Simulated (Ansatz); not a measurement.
**How far each method lies from UCCSDT(Q) for H2Si–As, quartet**

Geometry: that of the H2Si–As, doublet, kept fixed. The doublet lies 2.0 eV lower here.

```xyz
4

Si    0.0000    0.0000    1.5272
As    0.0000    0.0000   -0.6362
H     0.0000    1.2259    2.3663
H     0.0000   -1.2259    2.3663
```

Basis cc-pVTZ; Ansatz 0.2.0. Correlated methods freeze the noble-gas cores and the filled d shells of p-block atoms, which leaves 11 electrons in 86 orbitals. R marks a restricted (for open shells ROHF) determinant, U an unrestricted one. Active spaces: valence = (11e, 10o) chosen from the atoms' valence shells. No spin–orbit coupling is included, and no scalar relativity.

Full CI isn't at hand for all of this; UCCSDT(Q) serves as the reference, and is uncertain by about the last step of the cluster series. The frozen core follows each run's orbitals, which can shift R against U totals by a few meV for light atoms and by up to 0.1 eV past Ca.

```
UHF ⟨S²⟩                          : 3.786
T1 diagnostic (RCCSD)             : 0.0197
largest doubles amplitude (RCCSD) : 0.033
T1 diagnostic (UCCSD)             : 0.0171
```

```csv
level,E − E(UCCSDT(Q)) (mEh),wall time
UHF,241.14,–
UMP2,47.90,–
UCCSD,10.78,–
UCCSD(T),1.90,11 s (H100)
UCCSDT,0.39,–
```

Run but not shown, since their state, orbitals or frozen core can't be matched to the reference's or they repeat it: RHF, RMP2, RCCSD, RCCSD(T), BCCD(T), RCCSDT, RCCSDT(Q), CASSCF (valence space), NEVPT2 (valence space), MRCISD (valence space), MRCISD+Q (valence space).

Times hold each run's SCF and search for its determinant on a shared host, so for small cases they say little of a method's own cost.

Natural occupations of CASSCF (valence space) about the gap: 1.977 1.976 1.972 1.003 1.001 0.998 0.040 0.021 0.021; effectively unpaired electrons, Σ n²(2−n)², 3.02.
